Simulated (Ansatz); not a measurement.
hcp Tc was calculated with LDA (Ansatz, a quantum-chemistry and plane-wave program, PAW).

Settings: plane-wave cutoff 520 eV, 30×30×16 k mesh (along the axes of the cell as run), Fermi–Dirac smearing 0.055 eV (set by the program), no spin polarisation, scalar-relativistic PAW data made under PBE.

Computed at the level's own relaxed cell.

Hill averages of the elastic tensor: K = 342.7 GPa, G = 160.5 GPa. Volume 13.773 Å³/atom, mean atomic mass 98.000 u.

Q: Work out the density, the sound velocities of a polycrystal and the elastic Debye temperature, and Pugh's ratio at this level.

A: ρ = 1.66054 × 98.000/13.773 = 11.815 g/cm³. v_l = √[(K + 4G/3)/ρ] = 6.864 km/s and v_t = √(G/ρ) = 3.686 km/s. The mean follows from 3/v_m³ = 1/v_l³ + 2/v_t³: v_m = 4.116 km/s. Θ_D = (ħ/k_B) v_m (6π²/V)^(1/3) = 76.38 K Å s/km × 4.116 × 1.6261 Å⁻¹ = 511 K, counting all atoms of the cell. K/G = 2.14, to be set beside Pugh's rough bound of 1.75 between brittle and ductile metals.
